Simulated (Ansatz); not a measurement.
Density of states of Cu$_{2}$Sb (P4/nmm, a = 4.001 Å, b = 4.001 Å, c = 6.055 Å, α = 90.00°, β = 90.00°, γ = 90.00°), in states per eV and primitive cell, averaged over bins of 0.4 eV. All numbers below come from Ansatz 0.2.0, DFT r2SCAN, scalar-relativistic, plane waves, PAW.

Settings: cutoff 500 eV, Γ-centred mesh 10×10×6 on the computed 6-atom cell, Gaussian smearing of 0.10 eV; no spin polarisation.

The cell is relaxed at this level. The states (both spins) are summed by tetrahedra on a 15×15×9 mesh at the self-consistent density. Energies are bin centres; the table starts no lower than −8 eV and ends at 6 eV, or lower where the solved bands end.

It is a metal at this level.

```
E − E_F (eV) total Cu 3d Sb 5p Cu 4s Sb 5s
       -7.35   0.48   0.04   0.24   0.18   0.02
       -6.95   1.32   0.16   0.62   0.44   0.07
       -6.55   3.73   0.74   1.69   1.01   0.24
       -6.15   2.33   0.67   0.95   0.50   0.18
       -5.75   1.52   0.59   0.59   0.23   0.09
       -5.35   2.59   1.14   0.96   0.36   0.10
       -4.95   5.06   3.04   1.41   0.48   0.07
       -4.55  10.34   7.96   1.89   0.32   0.07
       -4.15  13.99  12.32   1.08   0.31   0.11
       -3.75  17.42  15.98   0.98   0.15   0.13
       -3.35  11.49  10.55   0.76   0.06   0.03
       -2.95  20.18  19.50   0.45   0.08   0.07
       -2.55  16.40  15.44   0.45   0.26   0.17
       -2.15   5.39   3.89   0.92   0.25   0.22
       -1.75   3.74   2.04   1.15   0.25   0.16
       -1.35   3.03   1.30   1.20   0.21   0.15
       -0.95   2.49   0.86   1.15   0.18   0.13
       -0.55   2.03   0.59   1.06   0.13   0.08
       -0.15   1.71   0.42   0.97   0.09   0.06
        0.25   1.70   0.36   0.96   0.14   0.08
        0.65   1.43   0.26   0.78   0.19   0.08
        1.05   1.87   0.29   1.05   0.29   0.08
        1.45   1.11   0.14   0.48   0.32   0.05
        1.85   1.15   0.09   0.25   0.49   0.07
        2.25   1.75   0.10   0.39   0.70   0.12
        2.65   2.25   0.12   0.54   0.84   0.12
        3.05   1.95   0.10   0.48   0.73   0.09
        3.45   2.73   0.12   0.65   1.04   0.10
        3.85   2.56   0.09   0.58   0.97   0.06
        4.25   2.66   0.07   0.55   0.91   0.05
        4.65   2.99   0.07   0.67   0.90   0.05
        5.05   2.56   0.05   0.52   0.55   0.03
        5.45   2.41   0.04   0.40   0.37   0.02
```

The columns after the total are the Löwdin projections on the occupied valence shells of the potentials. The rest of the total lies in shells that are empty in the free atom, which aren't projected, and between the atoms.

Spin-orbit coupling is left out, which matters for the bands of heavy elements.

Cost: 1 run of about 4.6 core-minutes, on Arm Neoverse V1 (shared hosts).